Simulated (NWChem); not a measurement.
System: C$_{3}$H$_{7}$Cl; SMILES ClCCC

Here is an NWChem input.

```
start job
memory heap 200 mb stack 900 mb global 1100 mb
geometry units angstroms
  C     -0.790821    -1.749335     0.142086
  C      0.510567    -1.147553    -0.360846
  C      0.893354     0.158830     0.303890
  Cl    -0.295859     1.463295    -0.020850
  H     -0.741161    -1.967507     1.221125
  H     -1.020912    -2.690102    -0.379535
  H     -1.629248    -1.055917    -0.020928
  H      0.461419    -0.988387    -1.450955
  H      1.345484    -1.850507    -0.189361
  H      0.950452     0.054851     1.397497
  H      1.862200     0.526322    -0.060731
end
basis spherical
  * library sto-3g
end
dft
  xc hfexch
  iterations 150
end
driver
  maxiter 120
end
task dft optimize
task dft freq
```

Output (shortened):

```
             Northwest Computational Chemistry Package (NWChem) 7.3.0
             --------------------------------------------------------

 C1  symmetry detected

                             Geometry "geometry" -> ""
                             -------------------------

 Output coordinates in angstroms (scale by  1.889725989 to convert to a.u.)

  No.       Tag          Charge          X              Y              Z
 ---- ---------------- ---------- -------------- -------------- --------------
    1 C                    6.0000    -0.78295523    -1.76165818     0.14213345
    2 C                    6.0000     0.52156074    -1.16209890    -0.35531970
    3 C                    6.0000     0.89264294     0.15475773     0.29523621
    4 Cl                  17.0000    -0.29766491     1.45021277    -0.06011719
    5 H                    1.0000    -0.74398174    -1.96469636     1.22455983
    6 H                    1.0000    -1.00416439    -2.71039346    -0.36878803
    7 H                    1.0000    -1.62205332    -1.07365703    -0.03933483
    8 H                    1.0000     0.48342558    -1.01821194    -1.44799039
    9 H                    1.0000     1.35709287    -1.85953082    -0.16528650
   10 H                    1.0000     0.93849514     0.06612981     1.39072275
   11 H                    1.0000     1.86399859     0.52073878    -0.06419040

 Effective nuclear repulsion energy (a.u.)     162.6948465483

                                Z-matrix (autoz)
                                --------

 Units are Angstrom for bonds and degrees for angles

      Type          Name      I     J     K     L     M      Value
      ----------- --------  ----- ----- ----- ----- ----- ----------
    1 Stretch                  1     2                       1.51944
    2 Stretch                  1     5                       1.10199
    3 Stretch                  1     6                       1.10003
    4 Stretch                  1     7                       1.10016
    5 Stretch                  2     3                       1.51494
    6 Stretch                  2     8                       1.10276
    7 Stretch                  2     9                       1.10482
    8 Stretch                  3     4                       1.79480
    9 Stretch                  3    10                       1.10002
   10 Stretch                  3    11                       1.09848
   11 Bend                     1     2     3               114.37510
   12 Bend                     1     2     8               110.25460
   13 Bend                     1     2     9               110.11361
   14 Bend                     2     1     5               111.34100
   15 Bend                     2     1     6               111.15601
   16 Bend                     2     1     7               110.73545
   17 Bend                     2     3     4               112.32968
   18 Bend                     2     3    10               111.58201
   19 Bend                     2     3    11               111.45058
   20 Bend                     3     2     8               108.69618
   21 Bend                     3     2     9               106.83488
   22 Bend                     4     3    10               106.43763
   23 Bend                     4     3    11               106.33109
   24 Bend                     5     1     6               107.72326
   25 Bend                     5     1     7               107.71078
   26 Bend                     6     1     7               108.02096
   27 Bend                     8     2     9               106.19738
   28 Bend                    10     3    11               108.41143
   29 Torsion                  1     2     3     4         -63.45343
   30 Torsion                  1     2     3    10          55.98231
   31 Torsion                  1     2     3    11         177.33810
   32 Torsion                  3     2     1     5         -60.28822
   33 Torsion                  3     2     1     6         179.60250
   34 Torsion                  3     2     1     7          59.52283
   35 Torsion                  4     3     2     8          60.22799
   36 Torsion                  4     3     2     9         174.43713
   37 Torsion                  5     1     2     8         176.87063
   38 Torsion                  5     1     2     9          60.01251
   39 Torsion                  6     1     2     8          56.76135
   40 Torsion                  6     1     2     9         -60.09677
   41 Torsion                  7     1     2     8         -63.31832
   42 Torsion                  7     1     2     9         179.82356
   43 Torsion                  8     2     3    10         179.66372
   44 Torsion                  8     2     3    11         -58.98048
   45 Torsion                  9     2     3    10         -66.12714
   46 Torsion                  9     2     3    11          55.22865

  xc_inp: hfexch multiplicative factor not found.

                           NWChem Geometry Optimization
                           ----------------------------

 maximum gradient threshold         (gmax) =   0.000450
 rms gradient threshold             (grms) =   0.000300
 maximum cartesian step threshold   (xmax) =   0.001800
 rms cartesian step threshold       (xrms) =   0.001200
 fixed trust radius                (trust) =   0.300000
 source of zmatrix                         =   autoz

          -------------------
          Energy Minimization
          -------------------

 Using diagonal initial Hessian
 Scaling for Hessian diagonals: bonds = 1.00  angles = 0.25  torsions = 0.10

          --------
          Step   0

                                 NWChem DFT Module
                                 -----------------

 Summary of "ao basis" -> "ao basis" (spherical)
 ------------------------------------------------------------------------------
       Tag                 Description            Shells   Functions and Types
 ---------------- ------------------------------  ------  ---------------------
 C                           sto-3g                  3        5   2s1p
 Cl                          sto-3g                  5        9   3s2p
 H                           sto-3g                  1        1   1s

            General Information
            -------------------
          SCF calculation type: DFT
          Wavefunction type:  closed shell.
          No. of atoms     :    11
          No. of electrons :    42
           Alpha electrons :    21
            Beta electrons :    21
          Charge           :     0
          Spin multiplicity:     1
          Use of symmetry is: off; symmetry adaption is: off
          Maximum number of iterations: 150
          AO basis - number of functions:    31
                     number of shells:    21
          Convergence on energy requested:  1.00D-06
          Convergence on density requested:  1.00D-05
          Convergence on gradient requested:  5.00D-04

              XC Information
              --------------
                     Hartree-Fock (Exact) Exchange  1.000

      Superposition of Atomic Density Guess
      -------------------------------------

 Sum of atomic energies:        -569.35235800

      Non-variational initial energy
      ------------------------------

 Total energy =    -570.060290
 1-e energy   =   -1109.297006
 2-e energy   =     376.541869
 HOMO         =      -0.241628
 LUMO         =       0.315313

[...]

      ----------------------
      Optimization converged
      ----------------------

  Step       Energy      Delta E   Gmax     Grms     Xrms     Xmax
  ---- ---------------- -------- -------- -------- -------- --------
@    5    -570.88678390 -1.1D-06  0.00009  0.00003  0.00077  0.00178
                                     ok       ok       ok       ok

                                Z-matrix (autoz)
                                --------

 Units are Angstrom for bonds and degrees for angles

      Type          Name      I     J     K     L     M      Value     Gradient
      ----------- --------  ----- ----- ----- ----- ----- ---------- ----------
    1 Stretch                  1     2                       1.53961   -0.00009
    2 Stretch                  1     5                       1.08597    0.00001
    3 Stretch                  1     6                       1.08567    0.00002
    4 Stretch                  1     7                       1.08540    0.00003
    5 Stretch                  2     3                       1.54351   -0.00005
    6 Stretch                  2     8                       1.08819    0.00000
    7 Stretch                  2     9                       1.08964   -0.00002
    8 Stretch                  3     4                       1.81809    0.00007
    9 Stretch                  3    10                       1.09043    0.00000
   10 Stretch                  3    11                       1.09038    0.00001
   11 Bend                     1     2     3               113.35923   -0.00004
   12 Bend                     1     2     8               110.05432    0.00000
   13 Bend                     1     2     9               109.66047    0.00000
   14 Bend                     2     1     5               110.70411    0.00002
   15 Bend                     2     1     6               110.01073    0.00001
   16 Bend                     2     1     7               110.64094    0.00003
   17 Bend                     2     3     4               112.11223    0.00001
   18 Bend                     2     3    10               111.31878    0.00002
   19 Bend                     2     3    11               110.84440   -0.00002
   20 Bend                     3     2     8               109.01710    0.00001
   21 Bend                     3     2     9               106.97253    0.00000
   22 Bend                     4     3    10               106.81497   -0.00001
   23 Bend                     4     3    11               106.53043   -0.00000
   24 Bend                     5     1     6               108.40574   -0.00002
   25 Bend                     5     1     7               108.49155   -0.00002
   26 Bend                     6     1     7               108.52045   -0.00002
   27 Bend                     8     2     9               107.57718    0.00002
   28 Bend                    10     3    11               109.00509    0.00000
   29 Torsion                  1     2     3     4         -64.05826    0.00004
   30 Torsion                  1     2     3    10          55.52909    0.00004
   31 Torsion                  1     2     3    11         177.03907    0.00005
   32 Torsion                  3     2     1     5         -60.28767   -0.00002
   33 Torsion                  3     2     1     6         179.91898   -0.00002
   34 Torsion                  3     2     1     7          60.02314   -0.00001
   35 Torsion                  4     3     2     8          58.89447    0.00003
   36 Torsion                  4     3     2     9         174.94496    0.00006
   37 Torsion                  5     1     2     8         177.33362   -0.00001
   38 Torsion                  5     1     2     9          59.18211   -0.00004
   39 Torsion                  6     1     2     8          57.54027   -0.00001
   40 Torsion                  6     1     2     9         -60.61124   -0.00003
   41 Torsion                  7     1     2     8         -62.35557   -0.00000
   42 Torsion                  7     1     2     9         179.49292   -0.00003
   43 Torsion                  8     2     3    10         178.48183    0.00003
   44 Torsion                  8     2     3    11         -60.00820    0.00003
   45 Torsion                  9     2     3    10         -65.46768    0.00006
   46 Torsion                  9     2     3    11          56.04229    0.00006

                         Geometry "geometry" -> "geometry"
                         ---------------------------------

 Output coordinates in angstroms (scale by  1.889725989 to convert to a.u.)

[...]

 Rotational Constants
 --------------------
 A=   0.388812 cm-1  (  0.559402 K)
 B=   0.108539 cm-1  (  0.156160 K)
 C=   0.093146 cm-1  (  0.134013 K)

 Temperature                      =   298.15K
 frequency scaling parameter      =   1.0000

 Zero-Point correction to Energy  =   71.189 kcal/mol  (  0.113448 au)
 Thermal correction to Energy     =   74.272 kcal/mol  (  0.118361 au)
 Thermal correction to Enthalpy   =   74.865 kcal/mol  (  0.119304 au)

 Total Entropy                    =   71.963 cal/mol-K
   - Translational                =   38.961 cal/mol-K (mol. weight =  78.0236)
   - Rotational                   =   25.509 cal/mol-K (symmetry #  =        1)
   - Vibrational                  =    7.493 cal/mol-K

 Cv (constant volume heat capacity) =   15.207 cal/mol-K
   - Translational                  =    2.979 cal/mol-K
   - Rotational                     =    2.979 cal/mol-K
   - Vibrational                    =    9.248 cal/mol-K

[normal modes left out]

 ----------------------------------------------------------------------------
 Normal Eigenvalue ||           Projected Infra Red Intensities
  Mode   [cm**-1]  || [atomic units] [(debye/angs)**2] [(KM/mol)] [arbitrary]
 ------ ---------- || -------------- ----------------- ---------- -----------
    1       -0.000 ||    0.000860           0.020         0.838       2.334
    2       -0.000 ||    0.000435           0.010         0.424       1.180
    3       -0.000 ||    0.001793           0.041         1.748       4.867
    4       -0.000 ||    0.000550           0.013         0.536       1.492
    5       -0.000 ||    0.001196           0.028         1.166       3.246
    6        0.000 ||    0.000225           0.005         0.219       0.611
    7      133.801 ||    0.001614           0.037         1.573       4.380
    8      224.413 ||    0.001203           0.028         1.172       3.264
    9      310.550 ||    0.001230           0.028         1.199       3.338
   10      476.911 ||    0.001712           0.040         1.669       4.647
   11      832.343 ||    0.010824           0.250        10.552      29.377
   12      944.332 ||    0.015538           0.358        15.147      42.172
   13     1017.598 ||    0.006791           0.157         6.620      18.431
   14     1071.898 ||    0.007729           0.178         7.535      20.979
   15     1242.376 ||    0.002031           0.047         1.980       5.514
   16     1277.567 ||    0.001455           0.034         1.419       3.950
   17     1308.282 ||    0.001690           0.039         1.647       4.586
   18     1447.172 ||    0.001562           0.036         1.523       4.240
   19     1513.635 ||    0.003677           0.085         3.585       9.981
   20     1585.104 ||    0.044294           1.022        43.180     120.221
   21     1664.119 ||    0.003682           0.085         3.589       9.994
   22     1741.273 ||    0.000680           0.016         0.663       1.847
   23     1776.424 ||    0.002271           0.052         2.213       6.163
   24     1805.809 ||    0.000281           0.006         0.274       0.763
   25     1829.211 ||    0.002868           0.066         2.796       7.785
   26     1836.874 ||    0.001546           0.036         1.507       4.196
   27     3575.464 ||    0.001380           0.032         1.345       3.745
   28     3608.712 ||    0.000904           0.021         0.881       2.452
   29     3613.509 ||    0.000161           0.004         0.156       0.436
   30     3724.993 ||    0.000125           0.003         0.122       0.340
   31     3740.320 ||    0.000013           0.000         0.012       0.035
   32     3755.826 ||    0.001110           0.026         1.082       3.013
   33     3762.983 ||    0.000156           0.004         0.152       0.422
 ----------------------------------------------------------------------------
```

Level: Hartree-Fock/STO-3G.
